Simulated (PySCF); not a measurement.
How far each method lies from full CI for HAl–CH, sextet

Geometry: that of the HAl–CH, quartet, kept fixed. The quartet lies 5.4 eV lower here.

```xyz
4

Al    0.0000   -0.0744    0.6134
C     0.0000    0.0101   -1.3080
H     0.0000    1.3217    1.4205
H     0.0000    0.5490   -2.2537
```

Basis 6-31G; PySCF 2.14.0. Only valence electrons are correlated (noble-gas cores frozen), which leaves 9 electrons in 20 orbitals. Prefix R: restricted or restricted open-shell reference; prefix U: unrestricted.

Full CI is exact within this basis and frozen core; it isn't the basis-set limit. The frozen core follows each run's orbitals, which can shift R against U totals by a few meV.

```
UHF ⟨S²⟩                          : 8.779
T1 diagnostic (ROHF- or RHF-based CCSD)             : 0.0551
largest doubles amplitude (ROHF- or RHF-based CCSD) : 0.058
T1 diagnostic (UCCSD)             : 0.0373
```

| level | E − E(full CI) (mEh) | share of correlation (%) | wall time |
| --- | --- | --- | --- |
| RHF | 92.72 | 0.00 | – |
| UHF | 85.39 | 7.91 | – |
| RMP2 | 26.81 | 71.09 | – |
| UMP2 | 24.46 | 73.62 | – |
| RCCSD | 2.96 | 96.81 | – |
| UCCSD | 2.60 | 97.20 | – |
| RCCSD(T) | 0.90 | 99.03 | 0.41 s |
| UCCSD(T) | 0.80 | 99.13 | 0.31 s |
| RCCSDT | 0.17 | 99.82 | 7.1 s |
| UCCSDT | 0.11 | 99.88 | 8.3 s |

The correlation energy at full CI, counted from RHF, is -2.523 eV. The search over symmetries took 11 min on 1 thread of Arm Neoverse V2, shared host; the state has 7,330,176 determinants.

Times are those of the correlated step on a shared host, with one SCF added for the restricted CCSD run; they ran on 1 thread of Arm Neoverse V2.

The full-CI state has the irrep A' of Cs, in the program's axes.

Natural occupations of full CI about the gap: 1.968 1.933 1.020 1.000 0.990 0.990 0.982 0.035 0.029 0.021; effectively unpaired electrons, Σ n²(2−n)², 5.03.
